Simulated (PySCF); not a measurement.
# A diatomic session: OH, part 1 of 2

One job finds the state of OH, follows it along the bond with each method and fits the curves.

Program: PySCF 2.14.0. Level of theory: H def2-TZVPPD, O def2-TZVPPD, no relativity. These are calculated values, not measurements.

## Step 1: Set-up

A driver script around PySCF takes these settings:

```yaml
atoms: H, O
charge: 0
basis: H def2-TZVPPD, O def2-TZVPPD
Hamiltonian: no relativity
basis_functions: 57
electrons_treated: 9
masses_in_u: 1.0078, 15.9949
levels: PBE0, PBE, r²SCAN, M06-L, M06-2X, MN15, TPSSh, TPSS, HSE06, HF, MP2, SCS-MP2, CCSD, CCSD(T)
grid: 80 radial by 434 angular points
occupations: held fixed by the projection of orbital angular momentum
dissociation_limit: H + O, each in its ground configuration
starting_distance_in_angstrom: 0.920
values_of_2S_to_try: 1, 3
```

On the command line:

```
OMP_NUM_THREADS=1 python dia.py task.json out
```

After the search, every level is run at each distance in turn; below they are sorted by level.

## Step 2: Which determinant to follow

Unrestricted PBE0 solutions at 0.920 Å, counted from the lowest. The search isn't exhaustive.

```
2Ms+1   unpaired  term  E (eV)  ⟨S²⟩  ⟨Lz²⟩  μ (D)
    2        π ↑    ²Π    0.00  0.75   1.01  -1.62
    4  σ ↑, π ↑↑   ⁴Σ⁻    7.93  3.75   0.00   2.99
```

2 of 6 solutions are listed, lowest first.

A term symbol stands only where ⟨S²⟩ and ⟨Lz²⟩ are near those of a pure state. A positive dipole means H(−)O(+).

Followed over a short scan are these candidates:

```csv
2Ms+1,unpaired,R at minimum (Å),energy at minimum (eV)
2,π ↑,0.97,0.00
4,"σ ↑, π ↑↑",not bracketed,≤ 6.84
```

The search made 6 SCF attempts at the starting distance; with the short scans it took 3.3 s of wall time (1 thread of AMD EPYC 9R45 (Zen 5), shared host).

## Step 3: The PBE0 curve of the state that the search chose

State followed: ²Π (doublet), unpaired electrons π ↑. The scan is laid around 0.971 Å.

The SCF at the reference distance, 0.971 Å, printed:

```text
******** <class 'pyscf.dft.uks_symm.SymAdaptedUKS'> ********
method = SymAdaptedUKS
initial guess = minao
damping factor = 0
level_shift factor = 0
DIIS = <class 'pyscf.scf.diis.CDIIS'>
diis_start_cycle = 1
diis_space = 10
diis_damp = 0
SCF conv_tol = 1e-09
SCF conv_tol_grad = None
SCF max_cycles = 60
direct_scf = False
max_memory 2800 MB (current use 317 MB)
number electrons alpha = 5  beta = 4
XC library pyscf.dft.libxc version 7.0.0
    S. Lehtola, C. Steigemann, M. J.T. Oliveira, and M. A.L. Marques.,  SoftwareX 7, 1–5 (2018)
XC functionals = PBE0
    C. Adamo and V. Barone.,  J. Chem. Phys. 110, 6158 (1999)
    M. Ernzerhof and G. E. Scuseria.,  J. Chem. Phys. 110, 5029 (1999)
small_rho_cutoff = 0
Overwritten attributes  get_k get_j get_occ get_hcore get_jk  of <class 'pyscf.dft.uks_symm.SymAdaptedUKS'>
<class 'pyscf.dft.uks_symm.SymAdaptedUKS'> does not have attributes  refdm
Set gradient conv threshold to 3.16228e-05
init E= -75.6983904302576
cycle= 1 E= -75.6887116975037  delta_E= 0.00968  |g|= 0.0077  |ddm|= 0.0149
cycle= 2 E= -75.6887294424027  delta_E= -1.77e-05  |g|= 0.00347  |ddm|= 0.0057
cycle= 3 E= -75.6887330414581  delta_E= -3.6e-06  |g|= 0.000933  |ddm|= 0.00175
cycle= 4 E= -75.6887333327443  delta_E= -2.91e-07  |g|= 0.000188  |ddm|= 0.00051
cycle= 5 E= -75.6887333468056  delta_E= -1.41e-08  |g|= 2.11e-05  |ddm|= 0.00011
cycle= 6 E= -75.6887333472245  delta_E= -4.19e-10  |g|= 4.92e-06  |ddm|= 2.4e-05
Extra cycle  E= -75.6887333472556  delta_E= -3.11e-11  |g|= 2.43e-06  |ddm|= 5.7e-06
converged SCF energy = -75.6887333472556  <S^2> = 0.75283369  2S+1 = 2.0028317
```

Points of the scan, energies from the lowest:

```csv
R (Å),E (eV),μ (D),Mulliken charge of H (e),Mayer bond order,⟨S²⟩,HOMO (eV),LUMO (eV)
0.8351,0.6356,-1.57,0.10,1.09,0.75,-9.43,-4.49
0.8739,0.2941,-1.59,0.14,1.07,0.75,-9.37,-4.44
0.9127,0.0964,-1.62,0.17,1.04,0.75,-9.31,-4.39
0.9419,0.0224,-1.63,0.19,1.03,0.75,-9.27,-4.35
0.9710,0.0000,-1.65,0.21,1.01,0.75,-9.23,-4.31
1.0001,0.0197,-1.67,0.22,1.00,0.75,-9.19,-4.27
1.0390,0.0986,-1.69,0.24,0.99,0.75,-9.14,-4.23
1.0875,0.2610,-1.71,0.25,0.98,0.75,-9.09,-4.17
1.1458,0.5219,-1.74,0.25,0.97,0.75,-9.03,-4.11
1.2235,0.9375,-1.78,0.26,0.96,0.76,-8.96,-4.04
```

Fit: Re = 0.971 Å, ωe = 3770 cm⁻¹, ωexe = 78.6 cm⁻¹, αe = 0.689 cm⁻¹, Be = 18.86 cm⁻¹, De = 4.58 eV, μ = -1.65 D.

Orbitals nearest the gap at 0.971 Å:

```csv
spin,orbital,ε (eV),filled,made of
α,σ,-28.70,yes,"O s 84 %, H s 11 %"
β,σ,-26.54,yes,"O s 80 %, H s 15 %"
α,σ,-13.60,yes,"O p 66 %, H s 22 %, O s 11 %"
β,σ,-12.86,yes,"O p 64 %, H s 22 %, O s 14 %"
α,π,-12.11,yes,O p 99 %
α,π,-9.96,yes,O p 98 %
β,π,-9.23,yes,O p 98 %
β,π,-4.31,no,O p 96 %
α,σ,0.26,no,"diffuse, shares unclear"
β,σ,0.41,no,"diffuse, shares unclear"
α,π,2.26,no,"diffuse, shares unclear"
```

Polarisability there: 8.7 bohr³ along the bond, 7.0 across it.

## Step 4: Fields at the reference distance

The fields below are evaluated on a grid from the run's orbitals.

Frontier orbitals at PBE0 (alpha spin), with the share of their density that lies nearest to each atom:

| orbital | energy (eV) | lies on |
| --- | --- | --- |
| HOMO-1 | -12.11 | O2 91 %; H1 9 % |
| HOMO | -9.96 | O2 90 %; H1 10 % |
| LUMO | 0.26 | H1 77 %; O2 23 % |

ELF in a plane through or near 2 of the atoms.

Ten even steps from '0' (0.00) to '9' (0.99):
```
0000000000000000000000000000
0000000000000000000000000000
0000000000000011211000000000
0000000000001133443210000000
0000000000011234554320000000
0000000001123356776541100000
0000000112345578888652100000
0000000235677789998763200000
0000001468998887889874200000
0000002679999963538874200000
0000002679999963538874200000
0000001468998888889874200000
0000000235677789998763200000
0000000112345578888652100000
0000000001123356776541100000
0000000000011234554320000000
0000000000001133443210000000
0000000000000011221000000000
0000000000000000000000000000
0000000000000000000000000000
```
The map spans 6.2 Å across and 5.2 Å up, centred on the molecule. Atoms in the plane (x, y in Å): H1 (-0.5, 0.0), O2 (0.5, 0.0).

log10 of the density (e/Å³) in the same plane.

Ten even steps from '0' (-4.0) to '9' (2.4):
```
0000000000000000000000000000
0000000000011111111110000000
0000000001112222222111100000
0000000111222333333221110000
0000000112223333333322110000
0000001222334444444332211000
0000011223444555555443221100
0000012334455566665543322100
0000122334556677776554322110
0000122345666678976554322110
0000122345666678976554322110
0000122334556677776554322110
0000012334455566665543322100
0000011223444555555443221100
0000001222334444444332211000
0000000112223333333322110000
0000000111222333333221110000
0000000001112222222111100000
0000000000011111111110000000
0000000000000000000000000000
```
The map spans 6.2 Å across and 5.2 Å up, centred on the molecule. Atoms in the plane (x, y in Å): H1 (-0.5, 0.0), O2 (0.5, 0.0).

On the surface of density 0.002 e/bohr³ the electrostatic potential runs, from the 1st to the 99th percentile, from -1.11 V near O2 to 2.65 V near H1.

The spin density lies nearest to O2 91 %; H1 9 %.

## Step 5: Excited determinants

State 2: ⁴Σ⁻ (quartet), unpaired electrons σ ↑, π ↑↑, an excited solution.

Log of the SCF at 0.971 Å:

```text
******** <class 'pyscf.dft.uks_symm.SymAdaptedUKS'> ********
method = SymAdaptedUKS
initial guess = minao
damping factor = 0
level_shift factor = 0
DIIS = <class 'pyscf.scf.diis.CDIIS'>
diis_start_cycle = 1
diis_space = 10
diis_damp = 0
SCF conv_tol = 1e-09
SCF conv_tol_grad = None
SCF max_cycles = 60
direct_scf = False
max_memory 2800 MB (current use 361 MB)
number electrons alpha = 6  beta = 3
XC library pyscf.dft.libxc version 7.0.0
    S. Lehtola, C. Steigemann, M. J.T. Oliveira, and M. A.L. Marques.,  SoftwareX 7, 1–5 (2018)
XC functionals = PBE0
    C. Adamo and V. Barone.,  J. Chem. Phys. 110, 6158 (1999)
    M. Ernzerhof and G. E. Scuseria.,  J. Chem. Phys. 110, 5029 (1999)
small_rho_cutoff = 0
Set gradient conv threshold to 3.16228e-05
init E= -75.4230381032913
cycle= 1 E= -75.4115300195455  delta_E= 0.0115  |g|= 0.0128  |ddm|= 0.543
cycle= 2 E= -75.4115877358204  delta_E= -5.77e-05  |g|= 0.00605  |ddm|= 0.147
cycle= 3 E= -75.4116025435662  delta_E= -1.48e-05  |g|= 0.00121  |ddm|= 0.0519
cycle= 4 E= -75.4116032021953  delta_E= -6.59e-07  |g|= 0.000296  |ddm|= 0.0046
cycle= 5 E= -75.4116032910006  delta_E= -8.88e-08  |g|= 5.92e-05  |ddm|= 0.00225
cycle= 6 E= -75.4116032932631  delta_E= -2.26e-09  |g|= 6.03e-06  |ddm|= 0.00028
cycle= 7 E= -75.4116032932897  delta_E= -2.66e-11  |g|= 8.62e-07  |ddm|= 2.26e-05
Extra cycle  E= -75.4116032932902  delta_E= -4.12e-13  |g|= 3.98e-07  |ddm|= 4.53e-06
converged SCF energy = -75.4116032932902  <S^2> = 3.7532183  2S+1 = 4.0016088
```

No constants are quoted: no minimum is bracketed among the points kept.

Energy (eV) from the lowest point of the lowest state:

```csv
R (Å),lowest,state 2
0.835,0.636,9.091
0.874,0.294,8.525
0.913,0.096,8.074
0.942,0.022,7.790
0.971,0.000,7.541
1.000,0.020,7.319
1.039,0.099,7.053
1.087,0.261,6.757
1.146,0.522,6.442
1.224,0.938,6.078
```

## Step 6: PBE (GGA)

The SCF at the reference distance, 0.971 Å, printed:

```text
******** <class 'pyscf.dft.uks_symm.SymAdaptedUKS'> ********
method = SymAdaptedUKS
initial guess = minao
damping factor = 0
level_shift factor = 0
DIIS = <class 'pyscf.scf.diis.CDIIS'>
diis_start_cycle = 1
diis_space = 10
diis_damp = 0
SCF conv_tol = 1e-09
SCF conv_tol_grad = None
SCF max_cycles = 60
direct_scf = False
max_memory 2800 MB (current use 361 MB)
number electrons alpha = 5  beta = 4
XC library pyscf.dft.libxc version 7.0.0
    S. Lehtola, C. Steigemann, M. J.T. Oliveira, and M. A.L. Marques.,  SoftwareX 7, 1–5 (2018)
XC functionals = PBE
    J. P. Perdew, K. Burke, and M. Ernzerhof.,  Phys. Rev. Lett. 77, 3865 (1996)
    J. P. Perdew, K. Burke, and M. Ernzerhof.,  Phys. Rev. Lett. 78, 1396 (1997)
    J. P. Perdew, K. Burke, and M. Ernzerhof.,  Phys. Rev. Lett. 77, 3865 (1996)
    J. P. Perdew, K. Burke, and M. Ernzerhof.,  Phys. Rev. Lett. 78, 1396 (1997)
small_rho_cutoff = 0
Set gradient conv threshold to 3.16228e-05
init E= -75.6846696682771
cycle= 1 E= -75.685378281293  delta_E= -0.000709  |g|= 0.0146  |ddm|= 0.0426
cycle= 2 E= -75.6852106960741  delta_E= 0.000168  |g|= 0.0269  |ddm|= 0.0216
cycle= 3 E= -75.6854771871888  delta_E= -0.000266  |g|= 0.00157  |ddm|= 0.0117
cycle= 4 E= -75.6854782670474  delta_E= -1.08e-06  |g|= 0.000106  |ddm|= 0.000968
cycle= 5 E= -75.6854782721138  delta_E= -5.07e-09  |g|= 3.31e-05  |ddm|= 9.27e-05
cycle= 6 E= -75.6854782726956  delta_E= -5.82e-10  |g|= 3.81e-06  |ddm|= 2.45e-05
Extra cycle  E= -75.6854782727099  delta_E= -1.44e-11  |g|= 1.39e-06  |ddm|= 4.25e-06
converged SCF energy = -75.6854782727099  <S^2> = 0.75222243  2S+1 = 2.0022212
```

Re = 0.984 Å, ωe = 3605 cm⁻¹, ωexe = 80.0 cm⁻¹, αe = 0.708 cm⁻¹, Be = 18.38 cm⁻¹, De = 4.77 eV, μ = -1.60 D. 3.1 s of CPU time for 12 points, integrals apart.

## Step 7: r²SCAN

The SCF at the reference distance, 0.971 Å, printed:

```text
******** <class 'pyscf.dft.uks_symm.SymAdaptedUKS'> ********
method = SymAdaptedUKS
initial guess = minao
damping factor = 0
level_shift factor = 0
DIIS = <class 'pyscf.scf.diis.CDIIS'>
diis_start_cycle = 1
diis_space = 10
diis_damp = 0
SCF conv_tol = 1e-09
SCF conv_tol_grad = None
SCF max_cycles = 60
direct_scf = False
max_memory 2800 MB (current use 361 MB)
number electrons alpha = 5  beta = 4
XC library pyscf.dft.libxc version 7.0.0
    S. Lehtola, C. Steigemann, M. J.T. Oliveira, and M. A.L. Marques.,  SoftwareX 7, 1–5 (2018)
XC functionals = R2SCAN
    J. W. Furness, A. D. Kaplan, J. Ning, J. P. Perdew, and J. Sun.,  J. Phys. Chem. Lett. 11, 8208-8215 (2020)
    J. W. Furness, A. D. Kaplan, J. Ning, J. P. Perdew, and J. Sun.,  J. Phys. Chem. Lett. 11, 9248-9248 (2020)
    J. W. Furness, A. D. Kaplan, J. Ning, J. P. Perdew, and J. Sun.,  J. Phys. Chem. Lett. 11, 8208-8215 (2020)
    J. W. Furness, A. D. Kaplan, J. Ning, J. P. Perdew, and J. Sun.,  J. Phys. Chem. Lett. 11, 9248-9248 (2020)
small_rho_cutoff = 0
Set gradient conv threshold to 3.16228e-05
init E= -75.7318131834448
cycle= 1 E= -75.7320555921075  delta_E= -0.000242  |g|= 0.00489  |ddm|= 0.0349
cycle= 2 E= -75.7320528119939  delta_E= 2.78e-06  |g|= 0.00556  |ddm|= 0.00465
cycle= 3 E= -75.7320634454791  delta_E= -1.06e-05  |g|= 0.00075  |ddm|= 0.00293
cycle= 4 E= -75.7320636704466  delta_E= -2.25e-07  |g|= 7.16e-05  |ddm|= 0.00045
cycle= 5 E= -75.7320636736617  delta_E= -3.22e-09  |g|= 1.99e-05  |ddm|= 7.44e-05
cycle= 6 E= -75.7320636739373  delta_E= -2.76e-10  |g|= 4.68e-06  |ddm|= 2e-05
Extra cycle  E= -75.7320636739518  delta_E= -1.45e-11  |g|= 3.11e-06  |ddm|= 4.45e-06
converged SCF energy = -75.7320636739518  <S^2> = 0.75380855  2S+1 = 2.0038049
```

Re = 0.973 Å, ωe = 3717 cm⁻¹, ωexe = 79.8 cm⁻¹, αe = 0.704 cm⁻¹, Be = 18.77 cm⁻¹, De = 4.71 eV, μ = -1.64 D.

## Step 8: M06-L

Log of the SCF at 0.971 Å:

```text
******** <class 'pyscf.dft.uks_symm.SymAdaptedUKS'> ********
method = SymAdaptedUKS
initial guess = minao
damping factor = 0
level_shift factor = 0
DIIS = <class 'pyscf.scf.diis.CDIIS'>
diis_start_cycle = 1
diis_space = 10
diis_damp = 0
SCF conv_tol = 1e-09
SCF conv_tol_grad = None
SCF max_cycles = 60
direct_scf = False
max_memory 2800 MB (current use 362 MB)
number electrons alpha = 5  beta = 4
XC library pyscf.dft.libxc version 7.0.0
    S. Lehtola, C. Steigemann, M. J.T. Oliveira, and M. A.L. Marques.,  SoftwareX 7, 1–5 (2018)
XC functionals = M06L
    Y. Zhao and D. G. Truhlar.,  J. Chem. Phys. 125, 194101 (2006)
    Y. Zhao and D. G. Truhlar.,  J. Chem. Phys. 125, 194101 (2006)
    Y. Zhao and D. G. Truhlar.,  Theor. Chem. Acc. 120, 215 (2008)
small_rho_cutoff = 0
Set gradient conv threshold to 3.16228e-05
init E= -75.753889379435
cycle= 1 E= -75.755302493183  delta_E= -0.00141  |g|= 0.0102  |ddm|= 0.168
cycle= 2 E= -75.7553194284361  delta_E= -1.69e-05  |g|= 0.00908  |ddm|= 0.0476
cycle= 3 E= -75.7553473858078  delta_E= -2.8e-05  |g|= 0.00266  |ddm|= 0.00769
cycle= 4 E= -75.7553499795443  delta_E= -2.59e-06  |g|= 0.00033  |ddm|= 0.0023
cycle= 5 E= -75.7553500476195  delta_E= -6.81e-08  |g|= 8.54e-05  |ddm|= 0.000653
cycle= 6 E= -75.7553500526462  delta_E= -5.03e-09  |g|= 2.26e-05  |ddm|= 0.000209
cycle= 7 E= -75.7553500529865  delta_E= -3.4e-10  |g|= 1.54e-06  |ddm|= 6.25e-05
Extra cycle  E= -75.7553500529885  delta_E= -1.92e-12  |g|= 6.33e-07  |ddm|= 2.29e-06
converged SCF energy = -75.7553500529885  <S^2> = 0.75490231  2S+1 = 2.0048963
```

Re = 0.969 Å, ωe = 3751 cm⁻¹, ωexe = 85.0 cm⁻¹, αe = 0.743 cm⁻¹, Be = 18.95 cm⁻¹, De = 4.51 eV, μ = -1.61 D. 4.5 s of CPU time for 12 points, integrals apart.

## Step 9: M06-2X

Log of the SCF at 0.971 Å:

```text
******** <class 'pyscf.dft.uks_symm.SymAdaptedUKS'> ********
method = SymAdaptedUKS
initial guess = minao
damping factor = 0
level_shift factor = 0
DIIS = <class 'pyscf.scf.diis.CDIIS'>
diis_start_cycle = 1
diis_space = 10
diis_damp = 0
SCF conv_tol = 1e-09
SCF conv_tol_grad = None
SCF max_cycles = 60
direct_scf = False
max_memory 2800 MB (current use 362 MB)
number electrons alpha = 5  beta = 4
XC library pyscf.dft.libxc version 7.0.0
    S. Lehtola, C. Steigemann, M. J.T. Oliveira, and M. A.L. Marques.,  SoftwareX 7, 1–5 (2018)
XC functionals = M062X
    Y. Zhao and D. G. Truhlar.,  Theor. Chem. Acc. 120, 215 (2008)
    Y. Zhao and D. G. Truhlar.,  Theor. Chem. Acc. 120, 215 (2008)
small_rho_cutoff = 0
Set gradient conv threshold to 3.16228e-05
init E= -75.7340023494942
cycle= 1 E= -75.7347068598112  delta_E= -0.000705  |g|= 0.00677  |ddm|= 0.0774
cycle= 2 E= -75.7347235228152  delta_E= -1.67e-05  |g|= 0.00414  |ddm|= 0.00672
cycle= 3 E= -75.7347290999894  delta_E= -5.58e-06  |g|= 0.00139  |ddm|= 0.00235
cycle= 4 E= -75.7347301140382  delta_E= -1.01e-06  |g|= 0.000205  |ddm|= 0.000948
cycle= 5 E= -75.7347301705314  delta_E= -5.65e-08  |g|= 6.43e-05  |ddm|= 0.00033
cycle= 6 E= -75.7347301755435  delta_E= -5.01e-09  |g|= 1.62e-05  |ddm|= 0.000112
cycle= 7 E= -75.734730175937  delta_E= -3.94e-10  |g|= 2.68e-06  |ddm|= 3.39e-05
Extra cycle  E= -75.7347301759456  delta_E= -8.54e-12  |g|= 1.1e-06  |ddm|= 3.13e-06
converged SCF energy = -75.7347301759456  <S^2> = 0.75304533  2S+1 = 2.003043
```

Re = 0.971 Å, ωe = 3778 cm⁻¹, ωexe = 73.7 cm⁻¹, αe = 0.665 cm⁻¹, Be = 18.85 cm⁻¹, De = 4.63 eV, μ = -1.68 D. 5.6 s of CPU time for 12 points, integrals apart.

## Step 10: MN15 (hybrid meta-GGA)

The SCF at the reference distance, 0.971 Å, printed:

```text
******** <class 'pyscf.dft.uks_symm.SymAdaptedUKS'> ********
method = SymAdaptedUKS
initial guess = minao
damping factor = 0
level_shift factor = 0
DIIS = <class 'pyscf.scf.diis.CDIIS'>
diis_start_cycle = 1
diis_space = 10
diis_damp = 0
SCF conv_tol = 1e-09
SCF conv_tol_grad = None
SCF max_cycles = 60
direct_scf = False
max_memory 2800 MB (current use 363 MB)
number electrons alpha = 5  beta = 4
XC library pyscf.dft.libxc version 7.0.0
    S. Lehtola, C. Steigemann, M. J.T. Oliveira, and M. A.L. Marques.,  SoftwareX 7, 1–5 (2018)
XC functionals = MN15
    H. S. Yu, X. He, S. L. Li, and D. G. Truhlar.,  Chem. Sci. 7, 5032-5051 (2016)
    H. S. Yu, X. He, S. L. Li, and D. G. Truhlar.,  Chem. Sci. 7, 5032-5051 (2016)
small_rho_cutoff = 0
Set gradient conv threshold to 3.16228e-05
init E= -75.6871822016975
cycle= 1 E= -75.6903287814525  delta_E= -0.00315  |g|= 0.0195  |ddm|= 0.0929
cycle= 2 E= -75.6903419321324  delta_E= -1.32e-05  |g|= 0.0174  |ddm|= 0.0148
cycle= 3 E= -75.690440410223  delta_E= -9.85e-05  |g|= 0.00254  |ddm|= 0.00839
cycle= 4 E= -75.6904425846801  delta_E= -2.17e-06  |g|= 0.000263  |ddm|= 0.00115
cycle= 5 E= -75.6904426368796  delta_E= -5.22e-08  |g|= 2.88e-05  |ddm|= 0.000283
cycle= 6 E= -75.6904426379427  delta_E= -1.06e-09  |g|= 5.41e-06  |ddm|= 4.36e-05
cycle= 7 E= -75.6904426379772  delta_E= -3.45e-11  |g|= 1.6e-06  |ddm|= 6.77e-06
Extra cycle  E= -75.69044263798  delta_E= -2.74e-12  |g|= 6.35e-07  |ddm|= 1.61e-06
converged SCF energy = -75.69044263798  <S^2> = 0.75192507  2S+1 = 2.0019241
```

Re = 0.975 Å, ωe = 3778 cm⁻¹, ωexe = 76.7 cm⁻¹, αe = 0.663 cm⁻¹, Be = 18.70 cm⁻¹, De = 4.66 eV, μ = -1.69 D.

## Step 11: TPSSh

The SCF at the reference distance, 0.971 Å, printed:

```text
******** <class 'pyscf.dft.uks_symm.SymAdaptedUKS'> ********
method = SymAdaptedUKS
initial guess = minao
damping factor = 0
level_shift factor = 0
DIIS = <class 'pyscf.scf.diis.CDIIS'>
diis_start_cycle = 1
diis_space = 10
diis_damp = 0
SCF conv_tol = 1e-09
SCF conv_tol_grad = None
SCF max_cycles = 60
direct_scf = False
max_memory 2800 MB (current use 363 MB)
number electrons alpha = 5  beta = 4
XC library pyscf.dft.libxc version 7.0.0
    S. Lehtola, C. Steigemann, M. J.T. Oliveira, and M. A.L. Marques.,  SoftwareX 7, 1–5 (2018)
XC functionals = TPSSH
    V. N. Staroverov, G. E. Scuseria, J. Tao, and J. P. Perdew.,  J. Chem. Phys. 119, 12129 (2003)
small_rho_cutoff = 0
Set gradient conv threshold to 3.16228e-05
init E= -75.7680658324094
cycle= 1 E= -75.7682194290214  delta_E= -0.000154  |g|= 0.00363  |ddm|= 0.0269
cycle= 2 E= -75.7682188928519  delta_E= 5.36e-07  |g|= 0.00306  |ddm|= 0.00253
cycle= 3 E= -75.7682217696968  delta_E= -2.88e-06  |g|= 0.000898  |ddm|= 0.00173
cycle= 4 E= -75.7682220734818  delta_E= -3.04e-07  |g|= 5.03e-05  |ddm|= 0.000453
cycle= 5 E= -75.7682220748378  delta_E= -1.36e-09  |g|= 1.42e-05  |ddm|= 4.71e-05
cycle= 6 E= -75.7682220749651  delta_E= -1.27e-10  |g|= 3.58e-06  |ddm|= 1.23e-05
Extra cycle  E= -75.7682220749786  delta_E= -1.35e-11  |g|= 1.84e-06  |ddm|= 4.23e-06
converged SCF energy = -75.7682220749786  <S^2> = 0.75277335  2S+1 = 2.0027714
```

Re = 0.977 Å, ωe = 3677 cm⁻¹, ωexe = 79.0 cm⁻¹, αe = 0.700 cm⁻¹, Be = 18.62 cm⁻¹, De = 4.58 eV, μ = -1.63 D.

## Step 12: TPSS (meta-GGA)

Log of the SCF at 0.971 Å:

```text
******** <class 'pyscf.dft.uks_symm.SymAdaptedUKS'> ********
method = SymAdaptedUKS
initial guess = minao
damping factor = 0
level_shift factor = 0
DIIS = <class 'pyscf.scf.diis.CDIIS'>
diis_start_cycle = 1
diis_space = 10
diis_damp = 0
SCF conv_tol = 1e-09
SCF conv_tol_grad = None
SCF max_cycles = 60
direct_scf = False
max_memory 2800 MB (current use 363 MB)
number electrons alpha = 5  beta = 4
XC library pyscf.dft.libxc version 7.0.0
    S. Lehtola, C. Steigemann, M. J.T. Oliveira, and M. A.L. Marques.,  SoftwareX 7, 1–5 (2018)
XC functionals = TPSS
    J. Tao, J. P. Perdew, V. N. Staroverov, and G. E. Scuseria.,  Phys. Rev. Lett. 91, 146401 (2003)
    J. P. Perdew, J. Tao, V. N. Staroverov, and G. E. Scuseria.,  J. Chem. Phys. 120, 6898 (2004)
    J. Tao, J. P. Perdew, V. N. Staroverov, and G. E. Scuseria.,  Phys. Rev. Lett. 91, 146401 (2003)
    J. P. Perdew, J. Tao, V. N. Staroverov, and G. E. Scuseria.,  J. Chem. Phys. 120, 6898 (2004)
small_rho_cutoff = 0
Set gradient conv threshold to 3.16228e-05
init E= -75.775264656557
cycle= 1 E= -75.7756036318386  delta_E= -0.000339  |g|= 0.00398  |ddm|= 0.0383
cycle= 2 E= -75.7756027799149  delta_E= 8.52e-07  |g|= 0.00405  |ddm|= 0.00545
cycle= 3 E= -75.7756088782146  delta_E= -6.1e-06  |g|= 0.00125  |ddm|= 0.00256
cycle= 4 E= -75.7756093684191  delta_E= -4.9e-07  |g|= 9.08e-05  |ddm|= 0.000516
cycle= 5 E= -75.7756093725512  delta_E= -4.13e-09  |g|= 2.64e-05  |ddm|= 8.23e-05
cycle= 6 E= -75.7756093730826  delta_E= -5.31e-10  |g|= 4.94e-06  |ddm|= 2.92e-05
Extra cycle  E= -75.7756093731069  delta_E= -2.43e-11  |g|= 1.77e-06  |ddm|= 5.86e-06
converged SCF energy = -75.7756093731069  <S^2> = 0.75255429  2S+1 = 2.0025527
```

Re = 0.982 Å, ωe = 3611 cm⁻¹, ωexe = 79.5 cm⁻¹, αe = 0.707 cm⁻¹, Be = 18.43 cm⁻¹, De = 4.63 eV, μ = -1.61 D. 4.9 s of CPU time for 12 points, integrals apart.

## Step 13: HSE06 (range-separated hybrid)

Output of the SCF at 0.971 Å:

```text
******** <class 'pyscf.dft.uks_symm.SymAdaptedUKS'> ********
method = SymAdaptedUKS
initial guess = minao
damping factor = 0
level_shift factor = 0
DIIS = <class 'pyscf.scf.diis.CDIIS'>
diis_start_cycle = 1
diis_space = 10
diis_damp = 0
SCF conv_tol = 1e-09
SCF conv_tol_grad = None
SCF max_cycles = 60
direct_scf = False
max_memory 2800 MB (current use 363 MB)
number electrons alpha = 5  beta = 4
XC library pyscf.dft.libxc version 7.0.0
    S. Lehtola, C. Steigemann, M. J.T. Oliveira, and M. A.L. Marques.,  SoftwareX 7, 1–5 (2018)
XC functionals = HSE06
    J. Heyd, G. E. Scuseria, and M. Ernzerhof.,  J. Chem. Phys. 118, 8207 (2003)
    J. Heyd, G. E. Scuseria, and M. Ernzerhof.,  J. Chem. Phys. 124, 219906 (2006)
    A. V. Krukau, O. A. Vydrov, A. F. Izmaylov, and G. E. Scuseria.,  J. Chem. Phys. 125, 224106 (2006)
small_rho_cutoff = 0
Set gradient conv threshold to 3.16228e-05
init E= -75.6962260869192
cycle= 1 E= -75.6962380145792  delta_E= -1.19e-05  |g|= 0.00194  |ddm|= 0.00959
cycle= 2 E= -75.6962369979505  delta_E= 1.02e-06  |g|= 0.00233  |ddm|= 0.00195
cycle= 3 E= -75.6962391922124  delta_E= -2.19e-06  |g|= 0.000103  |ddm|= 0.00108
cycle= 4 E= -75.6962391971048  delta_E= -4.89e-09  |g|= 1.46e-05  |ddm|= 6.98e-05
cycle= 5 E= -75.6962391973473  delta_E= -2.42e-10  |g|= 2.81e-06  |ddm|= 2.04e-05
Extra cycle  E= -75.6962391973562  delta_E= -8.91e-12  |g|= 1.46e-06  |ddm|= 3.26e-06
converged SCF energy = -75.6962391973562  <S^2> = 0.75279852  2S+1 = 2.0027966
```

Re = 0.971 Å, ωe = 3766 cm⁻¹, ωexe = 79.9 cm⁻¹, αe = 0.693 cm⁻¹, Be = 18.86 cm⁻¹, De = 4.57 eV, μ = -1.65 D. 6.1 s of CPU time for 12 points, integrals apart.

(Continued in part 2 of 2.)
